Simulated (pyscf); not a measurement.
A first-order saddle from PySCF, ωB97X-D3(BJ)/def2-SVP:

```xyz
12

C      0.3641     1.3800     0.8537
In    -1.5976     0.3579     0.0019
C     -1.3884    -1.5554    -0.9014
Cl    -2.9464     2.1374    -0.7159
H      1.1873     0.6805     0.6414
H      0.5477     1.8203     1.8501
H      0.3892     2.2258     0.1472
H     -2.3778    -2.0181    -1.0191
H     -0.9240    -1.4416    -1.8910
H     -0.7563    -2.1977    -0.2727
H     -0.8156     0.8404     1.6316
H     -1.7333     0.3721     1.9682
```

Surface: singlet, charge 0. Lowest wavenumbers (cm⁻¹): 1732i, 58, 93, 102, 107.

Name the species on either side of this saddle.

H₃C–In(CH₃)–Cl + hydrogen (H₂) ⇌ methane (CH₄) + H₃C–InH–Cl, a four-centre exchange read from left to right: C–In, H–H broken and C–H, H–In formed. At ωB97M-D3(BJ)/def2-TZVP it lies +1.82 eV from the left side and +2.28 eV from the right (each side as separated species at their lowest minima found). On the product side the descent ends in a complex (not fully relaxed), 0.18 eV under the separated species and 2.37 eV under the saddle at ωB97X-D3(BJ)/def2-TZVP. At the saddle there is also a short H–In contact that neither side keeps. The same reactants have a lower exit, to H₃C–InH–CH₃ + HCl (barrier +1.32 eV at ωB97M-D3(BJ)/def2-TZVP, against +1.82 eV here). One saddle was located; it need not be the lowest between these sides. Elements past Kr carry the def2 core potentials, without spin-orbit coupling.
